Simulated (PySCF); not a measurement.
# CASSCF(3,4)/pcseg-2 (density fitting, 2 states averaged) run of H2O+ (SMILES [OH2+])

Aim: the vertical doublet–quartet gap of H2O+ at CASSCF(3,4)/pcseg-2 (density fitting, 2 states averaged), from 2 runs. The job is set up through a Python script.

The results are computed with PySCF 2.14.0.

9 further runs of the same task are left out: 2 that didn't finish, 7 set aside as unsound or not needed.

**1. Starting point**

The species is H2O+ (3 atoms), meant as a doublet with charge +1. As SMILES, `[OH2+]`. The coordinates come from a GFN2-xTB relaxation.

Bond lengths: O1–H2 1.005 Å, O1–H3 1.005 Å. Angles: H2–O1–H3 120.7°.

**2. The vertical excitations at CASSCF(3,4)/pcseg-2 (density fitting, 2 states averaged)**

The input, input.py:

```python
import numpy
from pyscf import gto, scf, mcscf

system = gto.M(
    atom='''
O
H 1 1.004515
H 1 1.004548 2 120.68917
''',
    verbose=4,
    max_memory=1860,
    spin=1,
    charge=1,
    basis='pcseg-2',
)

mf = scf.ROHF(system)
mf = mf.density_fit()
mf.max_cycle = 100
mf.kernel()

uhf = scf.addons.convert_to_uhf(mf)
uhf.kernel(uhf.make_rdm1(uhf.stability()[0], uhf.mo_occ))
noons, natorbs = mcscf.addons.make_natural_orbitals(uhf)
print('natural occupations', numpy.round(noons[:40], 4))
cas = mcscf.CASSCF(mf, 4, 3)
cas.fix_spin_(ss=0.75)
cas = cas.state_average_([1 / 2] * 2)
cas.kernel(natorbs)
states = list(cas.e_states)
e_tot = states[0]
print(f'total energy: {e_tot:.8f} hartree')

roots = (numpy.array(states[1:]) - states[0]) * 27.211386
print('state  energy (Eh)  excitation (eV)')
for i, e in enumerate(states):
    print('%3d %16.8f %9.4f' % (i, e, (e - states[0]) * 27.211386))
```

Started as:

```
OMP_NUM_THREADS=1 python input.py
```

What it wrote:

```text
PySCF version 2.14.0

[INPUT] num. atoms = 3
[INPUT] num. electrons = 9
[INPUT] charge = 1
[INPUT] spin (= nelec alpha-beta = 2S) = 1
[INPUT] symmetry False subgroup None
[INPUT] Mole.unit = angstrom
[INPUT] Symbol           X                Y                Z      unit          X                Y                Z       unit  Magmom
[INPUT]  1 O      0.000000000000   0.000000000000   0.000000000000 AA    0.000000000000   0.000000000000   0.000000000000 Bohr   0.0
[INPUT]  2 H      1.004515000000   0.000000000000   0.000000000000 AA    1.898258238017   0.000000000000   0.000000000000 Bohr   0.0
[INPUT]  3 H     -0.512701590209   0.000000000000   0.863859805582 AA   -0.968865589124   0.000000000000   1.632458442571 Bohr   0.0

nuclear repulsion = 8.73173643380395
number of shells = 10
number of NR pGTOs = 80
number of NR cGTOs = 58
basis = pcseg-2
ecp = {}

******** <class 'pyscf.df.df_jk.DFROHF'> ********
method = DFROHF
initial guess = minao
damping factor = 0
level_shift factor = 0
DIIS = <class 'pyscf.scf.diis.CDIIS'>
diis_start_cycle = 1
diis_space = 8
diis_damp = 0
SCF conv_tol = 1e-09
SCF conv_tol_grad = None
SCF max_cycles = 100
direct_scf = False
num. doubly occ = 4  num. singly occ = 1
Set gradient conv threshold to 3.16228e-05
******** <class 'pyscf.df.df.DF'> ********
auxbasis = None
ETB for H: l = 0, exps = 0.148335 * 2^n , n = 0..9
ETB for H: l = 1, exps = 0.3653785708002044 * 2^n , n = 0..5
ETB for H: l = 2, exps = 0.9 * 2^n , n = 0..2
ETB for O: l = 0, exps = 0.35065 * 2^n , n = 0..13
ETB for O: l = 1, exps = 0.3202655680837389 * 2^n , n = 0..11
ETB for O: l = 2, exps = 0.292514 * 2^n , n = 0..8
ETB for O: l = 3, exps = 0.6166589008520026 * 2^n , n = 0..5
ETB for O: l = 4, exps = 1.3 * 2^n , n = 0..2

WARN: Even tempered Gaussians are generated as DF auxbasis for  H O

init E= -75.7752408568626
[... the frontier-level lines of each cycle are left out ...]
cycle= 1 E= -75.5961519421743  delta_E= 0.179  |g|= 0.431  |ddm|= 0.76
cycle= 2 E= -75.6423150946676  delta_E= -0.0462  |g|= 0.211  |ddm|= 0.246
cycle= 3 E= -75.6493714576691  delta_E= -0.00706  |g|= 0.021  |ddm|= 0.0658
cycle= 4 E= -75.6495359203184  delta_E= -0.000164  |g|= 0.00482  |ddm|= 0.0132
cycle= 5 E= -75.6495431684648  delta_E= -7.25e-06  |g|= 0.000969  |ddm|= 0.00302
cycle= 6 E= -75.6495436162094  delta_E= -4.48e-07  |g|= 0.000168  |ddm|= 0.000845
cycle= 7 E= -75.649543631534  delta_E= -1.53e-08  |g|= 2.52e-05  |ddm|= 0.000147
cycle= 8 E= -75.6495436318814  delta_E= -3.47e-10  |g|= 3.71e-06  |ddm|= 2.43e-05
Extra cycle  E= -75.6495436318887  delta_E= -7.35e-12  |g|= 1.47e-06  |ddm|= 3.7e-06
converged SCF energy = -75.6495436318887
uhf_internal: lowest eigs of H = [0.08369282 0.48590333 0.77665026]
<class 'pyscf.df.df_jk.DFUHF'> wavefunction is stable in the internal stability analysis

******** <class 'pyscf.df.df_jk.DFUHF'> ********
method = DFUHF
initial guess = minao
damping factor = 0
level_shift factor = 0
DIIS = <class 'pyscf.scf.diis.CDIIS'>
diis_start_cycle = 1
diis_space = 8
diis_damp = 0
SCF conv_tol = 1e-09
SCF conv_tol_grad = None
SCF max_cycles = 100
direct_scf = False
number electrons alpha = 5  beta = 4
Set gradient conv threshold to 3.16228e-05
init E= -75.6495436318887
cycle= 1 E= -75.6542112574354  delta_E= -0.00467  |g|= 0.0315  |ddm|= 0.036
cycle= 2 E= -75.6547501270551  delta_E= -0.000539  |g|= 0.013  |ddm|= 0.0144
cycle= 3 E= -75.6549159642587  delta_E= -0.000166  |g|= 0.00516  |ddm|= 0.0105
cycle= 4 E= -75.6549598667924  delta_E= -4.39e-05  |g|= 0.00128  |ddm|= 0.00782
cycle= 5 E= -75.6549624319854  delta_E= -2.57e-06  |g|= 0.000458  |ddm|= 0.00196
cycle= 6 E= -75.6549627539146  delta_E= -3.22e-07  |g|= 0.000114  |ddm|= 0.000859
cycle= 7 E= -75.6549627718043  delta_E= -1.79e-08  |g|= 2.3e-05  |ddm|= 0.000205
cycle= 8 E= -75.654962772354  delta_E= -5.5e-10  |g|= 3.24e-06  |ddm|= 3.13e-05
Extra cycle  E= -75.6549627723622  delta_E= -8.17e-12  |g|= 1.48e-06  |ddm|= 2.37e-06
converged SCF energy = -75.6549627723622  <S^2> = 0.75785752  2S+1 = 2.0078421
natural occupations [ 2.0000e+00  1.9995e+00  1.9991e+00  1.9975e+00  1.0000e+00  2.5000e-03
  9.0000e-04  5.0000e-04  0.0000e+00  0.0000e+00  0.0000e+00  0.0000e+00
  0.0000e+00  0.0000e+00  0.0000e+00  0.0000e+00  0.0000e+00  0.0000e+00
  0.0000e+00  0.0000e+00  0.0000e+00  0.0000e+00  0.0000e+00  0.0000e+00
  0.0000e+00  0.0000e+00  0.0000e+00  0.0000e+00  0.0000e+00  0.0000e+00
  0.0000e+00  0.0000e+00 -0.0000e+00 -0.0000e+00 -0.0000e+00 -0.0000e+00
 -0.0000e+00 -0.0000e+00 -0.0000e+00 -0.0000e+00]

******** <class 'pyscf.mcscf.addons.StateAverageDFCASSCF'> ********
CAS (2e+1e, 4o), ncore = 3, nvir = 51
max_cycle_macro = 50
max_cycle_micro = 4
conv_tol = 1e-07
conv_tol_grad = None
orbital rotation max_stepsize = 0.02
orbital rotation threshold for CI restart = 0.01
augmented hessian ah_max_cycle = 30
augmented hessian ah_conv_tol = 1e-12
augmented hessian ah_linear dependence = 1e-14
augmented hessian ah_level shift = 1e-08
augmented hessian ah_start_tol = 2.5
augmented hessian ah_start_cycle = 3
augmented hessian ah_grad_trust_region = 3
kf_trust_region = 3
kf_interval = 4
ci_response_space = 4
ci_grad_trust_region = 3
with_dep4 0
natorb = False
canonicalization = True
sorting_mo_energy = False
ao2mo_level = 2
internal_rotation = False
******** <class 'pyscf.mcscf.addons.StateAverageSpinPenaltyFCISolver'> ********
max. cycles = 50
conv_tol = 1e-08
davidson only = True
linear dependence = 1e-12
level shift = 0.001
max iter space = 12
nroots = 2
pspace_size = 400
spin = None
State-average over 2 states with weights [0.5, 0.5]
DFCASCI/DFCASSCF: density fitting for JK matrix and 2e integral transformation
CASCI E = -75.2537324086283  S^2 = 0.7500000
Set conv_tol_grad to 0.000316228
macro iter   1 ( 21 JK    4 micro), CASSCF E = -75.3524501131339  dE = -9.87177045e-02  S^2 = 0.7500000
               |grad[o]|=0.225  |ddm|=0.851  |maxRot[o]|=0.293
macro iter   2 ( 21 JK    4 micro), CASSCF E = -75.3935082133257  dE = -4.10581002e-02  S^2 = 0.7500000
               |grad[o]|=0.197  |ddm|=0.0536  |maxRot[o]|=0.133
macro iter   3 ( 21 JK    4 micro), CASSCF E = -75.3961982448710  dE = -2.69003155e-03  S^2 = 0.7500000
               |grad[o]|=0.0707  |ddm|=0.00178  |maxRot[o]|=0.0998
macro iter   4 ( 21 JK    4 micro), CASSCF E = -75.3988404897051  dE = -2.64224483e-03  S^2 = 0.7500000
               |grad[o]|=0.0446  |ddm|=0.00403  |maxRot[o]|=0.159
macro iter   5 ( 21 JK    4 micro), CASSCF E = -75.4023845028563  dE = -3.54401315e-03  S^2 = 0.7500000
               |grad[o]|=0.0351  |ddm|=0.00339  |maxRot[o]|=0.159
macro iter   6 ( 21 JK    4 micro), CASSCF E = -75.4045299787497  dE = -2.14547589e-03  S^2 = 0.7500000
               |grad[o]|=0.0262  |ddm|=0.00801  |maxRot[o]|=0.0961
macro iter   7 ( 21 JK    4 micro), CASSCF E = -75.4067749823977  dE = -2.24500365e-03  S^2 = 0.7500000
               |grad[o]|=0.0206  |ddm|=0.00922  |maxRot[o]|=0.0964
macro iter   8 ( 21 JK    4 micro), CASSCF E = -75.4091424625060  dE = -2.36748011e-03  S^2 = 0.7500000
               |grad[o]|=0.0171  |ddm|=0.013  |maxRot[o]|=0.0913
macro iter   9 ( 21 JK    4 micro), CASSCF E = -75.4160543078151  dE = -6.91184531e-03  S^2 = 0.7500000
               |grad[o]|=0.0193  |ddm|=0.0843  |maxRot[o]|=0.164
macro iter  10 ( 21 JK    4 micro), CASSCF E = -75.4217989634286  dE = -5.74465561e-03  S^2 = 0.7500000
               |grad[o]|=0.0671  |ddm|=0.0101  |maxRot[o]|=0.159
macro iter  11 ( 21 JK    4 micro), CASSCF E = -75.4640529317804  dE = -4.22539684e-02  S^2 = 0.7500000
               |grad[o]|=0.122  |ddm|=  0.1  |maxRot[o]|=0.217
macro iter  12 ( 21 JK    4 micro), CASSCF E = -75.5156135675569  dE = -5.15606358e-02  S^2 = 0.7500000
               |grad[o]|= 0.25  |ddm|=0.0309  |maxRot[o]|=0.315
macro iter  13 ( 21 JK    4 micro), CASSCF E = -75.5686753985741  dE = -5.30618310e-02  S^2 = 0.7500000
               |grad[o]|=0.224  |ddm|=0.0228  |maxRot[o]|=0.315
macro iter  14 ( 21 JK    4 micro), CASSCF E = -75.6098081506859  dE = -4.11327521e-02  S^2 = 0.7500000
               |grad[o]|=0.173  |ddm|=0.0289  |maxRot[o]|=0.315
macro iter  15 ( 21 JK    4 micro), CASSCF E = -75.6237409471184  dE = -1.39327964e-02  S^2 = 0.7500000
               |grad[o]|=0.0976  |ddm|=0.0044  |maxRot[o]|=0.285
macro iter  16 ( 21 JK    4 micro), CASSCF E = -75.6282700236526  dE = -4.52907653e-03  S^2 = 0.7500000
               |grad[o]|=0.0305  |ddm|=0.00464  |maxRot[o]|=0.281
macro iter  17 ( 21 JK    4 micro), CASSCF E = -75.6317378481024  dE = -3.46782445e-03  S^2 = 0.7500000
               |grad[o]|=0.0132  |ddm|=0.00501  |maxRot[o]|=0.305
macro iter  18 ( 21 JK    4 micro), CASSCF E = -75.6386181428641  dE = -6.88029476e-03  S^2 = 0.7500000
               |grad[o]|=0.00883  |ddm|=0.00365  |maxRot[o]|=0.303
macro iter  19 ( 20 JK    4 micro), CASSCF E = -75.6417345185475  dE = -3.11637568e-03  S^2 = 0.7500000
               |grad[o]|=0.00852  |ddm|=0.00359  |maxRot[o]|=0.246
macro iter  20 ( 15 JK    4 micro), CASSCF E = -75.6417384931841  dE = -3.97463664e-06  S^2 = 0.7500000
               |grad[o]|=0.0018  |ddm|=0.000714  |maxRot[o]|=0.00699
macro iter  21 (  3 JK    1 micro), CASSCF E = -75.6417384942106  dE = -1.02649267e-09  S^2 = 0.7500000
               |grad[o]|=5.2e-05  |ddm|=1.51e-05  |maxRot[o]|=3.41e-05
1-step CASSCF converged in  21 macro (416 JK  81 micro) steps
CASSCF canonicalization
Density matrix diagonal elements [1.49082197 1.49341688 0.00762254 0.00813861]
CASSCF energy = -75.6417384942106
CASCI E = -75.6417384942106  E(CI) = -5.35125335618335  S^2 = 0.7500000
CASCI state-averaged energy = -75.6417384942106
CASCI energy for each state
  State 0 weight 0.5  E = -75.6687921744408 S^2 = 0.7500000
  State 1 weight 0.5  E = -75.6146848139805 S^2 = 0.7500000
total energy: -75.66879217 hartree
state  energy (Eh)  excitation (eV)
  0     -75.66879217    0.0000
  1     -75.61468481    1.4723
```

It took 25 s on 1 thread of Arm Neoverse V2, shared host; peak memory 0.14 GiB.

**3. The quartet at the same level**

The input, calc.py:

```python
import numpy
from pyscf import gto, scf, mcscf

mol = gto.M(
    atom='''
O
H 1 1.004515
H 1 1.004548 2 120.68917
''',
    max_memory=1860,
    charge=1,
    spin=3,
    basis='pcseg-2',
    verbose=4,
)

hf = mol.ROHF()
hf = hf.density_fit()
hf.max_cycle = 100
hf.kernel()
if not hf.converged:
    hf = hf.newton().run(hf.mo_coeff, hf.mo_occ)

uhf = scf.addons.convert_to_uhf(hf)
uhf.kernel(uhf.make_rdm1(uhf.stability()[0], uhf.mo_occ))
noons, natorbs = mcscf.addons.make_natural_orbitals(uhf)
print('natural occupations', numpy.round(noons[:40], 4))
cas = mcscf.CASSCF(hf, 4, 3)
cas.fix_spin_(ss=3.75)
cas = cas.state_average_([1 / 2] * 2)
cas.kernel(natorbs)
states = list(cas.e_states)
etot = states[0]
print(f'total energy: {etot:.8f} hartree')

roots = (numpy.array(states[1:]) - states[0]) * 27.211386
print('state  energy (Eh)  excitation (eV)')
for i, e in enumerate(states):
    print('%3d %16.8f %9.4f' % (i, e, (e - states[0]) * 27.211386))
```

Started as:

```
OMP_NUM_THREADS=1 python calc.py
```

What it wrote:

```text
PySCF version 2.14.0

[INPUT] num. atoms = 3
[INPUT] num. electrons = 9
[INPUT] charge = 1
[INPUT] spin (= nelec alpha-beta = 2S) = 3
[INPUT] symmetry False subgroup None
[INPUT] Mole.unit = angstrom
[INPUT] Symbol           X                Y                Z      unit          X                Y                Z       unit  Magmom
[INPUT]  1 O      0.000000000000   0.000000000000   0.000000000000 AA    0.000000000000   0.000000000000   0.000000000000 Bohr   0.0
[INPUT]  2 H      1.004515000000   0.000000000000   0.000000000000 AA    1.898258238017   0.000000000000   0.000000000000 Bohr   0.0
[INPUT]  3 H     -0.512701590209   0.000000000000   0.863859805582 AA   -0.968865589124   0.000000000000   1.632458442571 Bohr   0.0

nuclear repulsion = 8.73173643380395
number of shells = 10
number of NR pGTOs = 80
number of NR cGTOs = 58
basis = pcseg-2
ecp = {}

******** <class 'pyscf.df.df_jk.DFROHF'> ********
method = DFROHF
initial guess = minao
damping factor = 0
level_shift factor = 0
DIIS = <class 'pyscf.scf.diis.CDIIS'>
diis_start_cycle = 1
diis_space = 8
diis_damp = 0
SCF conv_tol = 1e-09
SCF conv_tol_grad = None
SCF max_cycles = 100
direct_scf = False
num. doubly occ = 3  num. singly occ = 3
Set gradient conv threshold to 3.16228e-05
******** <class 'pyscf.df.df.DF'> ********
auxbasis = None
ETB for O: l = 0, exps = 0.35065 * 2^n , n = 0..13
ETB for O: l = 1, exps = 0.3202655680837389 * 2^n , n = 0..11
ETB for O: l = 2, exps = 0.292514 * 2^n , n = 0..8
ETB for O: l = 3, exps = 0.6166589008520026 * 2^n , n = 0..5
ETB for O: l = 4, exps = 1.3 * 2^n , n = 0..2
ETB for H: l = 0, exps = 0.148335 * 2^n , n = 0..9
ETB for H: l = 1, exps = 0.3653785708002044 * 2^n , n = 0..5
ETB for H: l = 2, exps = 0.9 * 2^n , n = 0..2

WARN: Even tempered Gaussians are generated as DF auxbasis for  O H

init E= -75.7752408568626
[... the frontier-level lines of each cycle are left out ...]
cycle= 1 E= -75.0232842372446  delta_E= 0.752  |g|= 0.765  |ddm|= 2.17
cycle= 2 E= -75.221162373743  delta_E= -0.198  |g|= 0.367  |ddm|= 1.71
cycle= 3 E= -75.2484822116213  delta_E= -0.0273  |g|= 0.0362  |ddm|= 0.203
cycle= 4 E= -75.2492890470881  delta_E= -0.000807  |g|= 0.0107  |ddm|= 0.0976
cycle= 5 E= -75.2493682962679  delta_E= -7.92e-05  |g|= 0.00227  |ddm|= 0.0254
cycle= 6 E= -75.2493732980507  delta_E= -5e-06  |g|= 0.000585  |ddm|= 0.00736
cycle= 7 E= -75.2493736049568  delta_E= -3.07e-07  |g|= 0.000175  |ddm|= 0.001
cycle= 8 E= -75.249373639133  delta_E= -3.42e-08  |g|= 3.77e-05  |ddm|= 0.000255
cycle= 9 E= -75.2493736401515  delta_E= -1.02e-09  |g|= 6.03e-06  |ddm|= 7.03e-05
cycle= 10 E= -75.2493736401981  delta_E= -4.66e-11  |g|= 2.7e-06  |ddm|= 2.27e-05
Extra cycle  E= -75.249373640213  delta_E= -1.49e-11  |g|= 2.14e-06  |ddm|= 1.13e-05
converged SCF energy = -75.249373640213
uhf_internal: lowest eigs of H = [0.06819187 0.32637102 0.40445751]
<class 'pyscf.df.df_jk.DFUHF'> wavefunction is stable in the internal stability analysis

******** <class 'pyscf.df.df_jk.DFUHF'> ********
method = DFUHF
initial guess = minao
damping factor = 0
level_shift factor = 0
DIIS = <class 'pyscf.scf.diis.CDIIS'>
diis_start_cycle = 1
diis_space = 8
diis_damp = 0
SCF conv_tol = 1e-09
SCF conv_tol_grad = None
SCF max_cycles = 100
direct_scf = False
number electrons alpha = 6  beta = 3
Set gradient conv threshold to 3.16228e-05
init E= -75.249373640213
cycle= 1 E= -75.2554197634737  delta_E= -0.00605  |g|= 0.0324  |ddm|= 0.0583
cycle= 2 E= -75.2558157607739  delta_E= -0.000396  |g|= 0.00917  |ddm|= 0.0146
cycle= 3 E= -75.2558581376233  delta_E= -4.24e-05  |g|= 0.00108  |ddm|= 0.00723
cycle= 4 E= -75.2558595428529  delta_E= -1.41e-06  |g|= 0.000468  |ddm|= 0.00214
cycle= 5 E= -75.2558598625788  delta_E= -3.2e-07  |g|= 0.000221  |ddm|= 0.000993
cycle= 6 E= -75.2558599514745  delta_E= -8.89e-08  |g|= 5.34e-05  |ddm|= 0.000732
cycle= 7 E= -75.2558599558855  delta_E= -4.41e-09  |g|= 1.2e-05  |ddm|= 0.000202
cycle= 8 E= -75.2558599560859  delta_E= -2e-10  |g|= 3.48e-06  |ddm|= 5.83e-05
Extra cycle  E= -75.2558599560995  delta_E= -1.36e-11  |g|= 2.03e-06  |ddm|= 9.34e-06
converged SCF energy = -75.2558599560995  <S^2> = 3.755736  2S+1 = 4.002867
natural occupations [ 2.0000e+00  1.9995e+00  1.9976e+00  1.0000e+00  1.0000e+00  1.0000e+00
  2.4000e-03  5.0000e-04  0.0000e+00  0.0000e+00  0.0000e+00  0.0000e+00
  0.0000e+00  0.0000e+00  0.0000e+00  0.0000e+00  0.0000e+00  0.0000e+00
  0.0000e+00  0.0000e+00  0.0000e+00  0.0000e+00  0.0000e+00  0.0000e+00
  0.0000e+00  0.0000e+00  0.0000e+00  0.0000e+00  0.0000e+00  0.0000e+00
  0.0000e+00  0.0000e+00  0.0000e+00 -0.0000e+00 -0.0000e+00 -0.0000e+00
 -0.0000e+00 -0.0000e+00 -0.0000e+00 -0.0000e+00]

******** <class 'pyscf.mcscf.addons.StateAverageDFCASSCF'> ********
CAS (3e+0e, 4o), ncore = 3, nvir = 51
max_cycle_macro = 50
max_cycle_micro = 4
conv_tol = 1e-07
conv_tol_grad = None
orbital rotation max_stepsize = 0.02
orbital rotation threshold for CI restart = 0.01
augmented hessian ah_max_cycle = 30
augmented hessian ah_conv_tol = 1e-12
augmented hessian ah_linear dependence = 1e-14
augmented hessian ah_level shift = 1e-08
augmented hessian ah_start_tol = 2.5
augmented hessian ah_start_cycle = 3
augmented hessian ah_grad_trust_region = 3
kf_trust_region = 3
kf_interval = 4
ci_response_space = 4
ci_grad_trust_region = 3
with_dep4 0
natorb = False
canonicalization = True
sorting_mo_energy = False
ao2mo_level = 2
internal_rotation = False
******** <class 'pyscf.mcscf.addons.StateAverageSpinPenaltyFCISolver'> ********
max. cycles = 50
conv_tol = 1e-08
davidson only = True
linear dependence = 1e-12
level shift = 0.001
max iter space = 12
nroots = 2
pspace_size = 400
spin = None
State-average over 2 states with weights [0.5, 0.5]
DFCASCI/DFCASSCF: density fitting for JK matrix and 2e integral transformation
CASCI E = -74.5824948629334  S^2 = 3.7500000
Set conv_tol_grad to 0.000316228
macro iter   1 ( 21 JK    4 micro), CASSCF E = -74.8588954202495  dE = -2.76400557e-01  S^2 = 3.7500000
               |grad[o]|=0.701  |ddm|=0.00539  |maxRot[o]|=0.272
macro iter   2 ( 21 JK    4 micro), CASSCF E = -75.0045447889552  dE = -1.45649369e-01  S^2 = 3.7500000
               |grad[o]|=0.559  |ddm|=0.000548  |maxRot[o]|=0.312
macro iter   3 ( 21 JK    4 micro), CASSCF E = -75.1254383558683  dE = -1.20893567e-01  S^2 = 3.7500000
               |grad[o]|=0.454  |ddm|=0.00208  |maxRot[o]|=0.312
macro iter   4 ( 21 JK    4 micro), CASSCF E = -75.1962236153214  dE = -7.07852595e-02  S^2 = 3.7500000
               |grad[o]|=0.316  |ddm|=0.00102  |maxRot[o]|=0.311
macro iter   5 ( 18 JK    4 micro), CASSCF E = -75.2060343601727  dE = -9.81074485e-03  S^2 = 3.7500000
               |grad[o]|=0.123  |ddm|=0.000176  |maxRot[o]|=0.0402
macro iter   6 ( 14 JK    3 micro), CASSCF E = -75.2060349443627  dE = -5.84189976e-07  S^2 = 3.7500000
               |grad[o]|=0.000935  |ddm|=1.19e-05  |maxRot[o]|=0.000275
macro iter   7 (  1 JK    1 micro), CASSCF E = -75.2060349443627  dE =  0.00000000e+00  S^2 = 3.7500000
               |grad[o]|=2.56e-05  |ddm|=4.49e-16  |maxRot[o]|=    0
1-step CASSCF converged in   7 macro (117 JK  24 micro) steps
CASSCF canonicalization
Density matrix diagonal elements [0.65304223 0.98644511 0.86050518 0.50000748]
CASSCF energy = -75.2060349443627
CASCI E = -75.2060349443627  E(CI) = -4.70594513343137  S^2 = 3.7500000
CASCI state-averaged energy = -75.2060349443627
CASCI energy for each state
  State 0 weight 0.5  E = -75.2483896592026 S^2 = 3.7500000
  State 1 weight 0.5  E = -75.1636802295228 S^2 = 3.7500000
total energy: -75.24838966 hartree
state  energy (Eh)  excitation (eV)
  0     -75.24838966    0.0000
  1     -75.16368023    2.3051
```

Wall time 9 s (1 thread of Arm Neoverse V2, shared host); peak memory 0.14 GiB.

**4. Results**

Level: CASSCF(3,4)/pcseg-2 (density fitting, 2 states averaged).

```
                                                  quantity         value
                  doublet: energy of the lowest of 2 roots  -75.66879 Eh
doublet: lowest excitation energy within this active space       1.47 eV
                  quartet: energy of the lowest of 2 roots  -75.24839 Eh
quartet: lowest excitation energy within this active space       2.31 eV
          vertical energy of the quartet above the doublet     11.440 eV
```

At this shape the quartet lies 11.44 eV (1104 kJ/mol) above the doublet. The orbitals (doublet) are averaged over several states, so each root lies above its own optimum (it can stand above Hartree-Fock), and forces and dipoles share that bias. The orbitals (quartet) are averaged over several states, so each root lies above its own optimum (it can stand above Hartree-Fock), and forces and dipoles share that bias.
